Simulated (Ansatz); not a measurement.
CH₅OSi (`CO[SiH2]`) radical, charge 0, multiplicity 2.

Q: Give a relaxed structure at PBE0-D4/def2-TZVP (Ansatz). (An estimate is asked.)

A: The calculation gave: 
Z-matrix (Å, degrees):
```
C
O 1 1.409
H 1 1.096 2 111.7
H 1 1.091 2 108.2 3 119.4
H 1 1.095 2 111.1 3 -121.5
Si 2 1.645 1 123.9 3 44.7
H 6 1.488 2 105.9 1 -166.8
H 6 1.499 2 109.8 1 -46.7
```
